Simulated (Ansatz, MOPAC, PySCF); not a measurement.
Noncovalent pair: H2O (SMILES O) (first 3 atoms) with ClF (SMILES FCl); geometry from NCB31 set.
(charge 0, multiplicity 1):
```csv
atom,x (Å),y (Å),z (Å)
O,2.2398,0.0000,-0.0882
H,2.6009,0.7620,0.3771
H,2.6011,-0.7617,0.3772
Cl,-0.3159,-0.0001,-0.0169
F,-1.9723,0.0001,0.0266
```

Interaction energies are E(AB) − E(A) − E(B) at the monomers' geometry in the complex; basis-set methods are counterpoise corrected. Rows marked so take none.

Rows in STO-3G carry no dispersion term and start afresh at each structure. The state that PM7 reach isn't checked; PM7 holds dispersion and hydrogen-bond terms.

Codes used: Ansatz (a first-principles code); MOPAC for PM7 (differences of heats of formation); PySCF for STO-3G rows, the dispersion terms. Values without a source in brackets are computed.

**Question.** One of these levels gives -46.6 kJ/mol for the interaction energy. Which one is it?
A) PM7
B) BLYP-D3(BJ)/def2-TZVPPD
C) SVWN5/def2-TZVPPD
D) HF/STO-3G (no counterpoise)

**Answer.** C, SVWN5/def2-TZVPPD. The others give -7.9 (PM7), 7.8 (HF/STO-3G (no counterpoise)), -27.8 (BLYP-D3(BJ)/def2-TZVPPD)
